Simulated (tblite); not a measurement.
C₄H₆Cl (doublet state).
Atom-mapped SMILES: `[CH3:1][CH:2]/[CH:3]=[CH:4]\[Cl:5]` (hydrogens: H6, H7, H8 on C1; H9 on C2; H10 on C3; H11 on C4)

Cartesian coordinates in Å at the GFN2-xTB level; atoms count from 1:
```
atom  x, y, z in Å
C1    -1.7555   -0.1704    0.0499
C2    -0.3756    0.3676    0.0918
C3     0.7437   -0.3928   -0.1180
C4     2.0492    0.0477   -0.0954
Cl5    2.4698    1.6724    0.2114
H6    -1.7590   -1.2364   -0.1644
H7    -2.2594   -0.0006    1.0037
H8    -2.3415    0.3455   -0.7136
H9    -0.2701    1.4221    0.2997
H10    0.6163   -1.4487   -0.3228
H11    2.8875   -0.6038   -0.2682
```

Level: GFN2-xTB in tblite, geometry and Hessian alike; calculated harmonic values, unscaled, isolated species. Against measured fundamentals such values can be off by several per cent, at times by over 20. One conformer, not necessarily the lowest. Open shells enter through the occupations alone, without spin polarisation, and single modes of such species can be off by tens of per cent.

Harmonic wavenumbers (cm⁻¹): 123.9, 155.2, 160.0, 326.9, 336.4, 595.1, 606.8, 703.7, 755.8, 930.8, 953.4, 1003.0, 1113.7, 1175.0, 1254.9, 1259.7, 1368.3, 1398.3, 1463.3, 1467.5, 1522.6, 2961.3, 2984.8, 3038.9, 3048.4, 3088.1, 3107.8.

A = 12621, B = 1826, C = 1611 MHz; mass 89.016 u (most abundant isotopes); point group Cs, symmetry number 1; spin multiplicity 2.

**Question.** Zero-point energy?

**Answer.** Half the sum of the wavenumbers: 18452 cm⁻¹ = 220.73 kJ/mol.

**Question.** Give the ideal-gas entropy at 298.15 K and 1 bar in the rigid-rotor, harmonic-oscillator model (classical rotation).

**Answer.** Translation 164.84, rotation 111.14, vibration 53.22, spin (R ln 2) 5.76: S = 335.0 J/(mol K).

**Question.** And Cp and H(298.15 K) − H(0)?

**Answer.** Cp = 96.47 J/(mol K), of which vibrations give 63.21 (their classical limit is 27 R = 224.5); H(298.15 K) − H(0) = 19.02 kJ/mol without the zero-point energy, 9.10 from vibrations.

**Question.** Blend soft modes into free rotors: weight 1/[1 + (100 cm⁻¹/ν̃)⁴] for the oscillator and the rest for a rotor with moment μB/(μ + B), μ = h/(8π²ν), B = 10⁻⁴⁴ kg m². What vibrational entropy results?

**Answer.** 52.56 J/(mol K) in place of 53.22, which changes −T·S at 298.15 K by +0.20 kJ/mol.

**Question.** What must be added to the electronic energy to get the Gibbs energy at 298.15 K and 1 bar?

**Answer.** ZPE + [H(298.15 K) − H(0)] − T·S = 220.73 + 19.02 − 99.87 = 139.88 kJ/mol.

Hindered rotation and anharmonicity are outside this model. Other conformers, if any are populated, would add a mixing term that is left out.
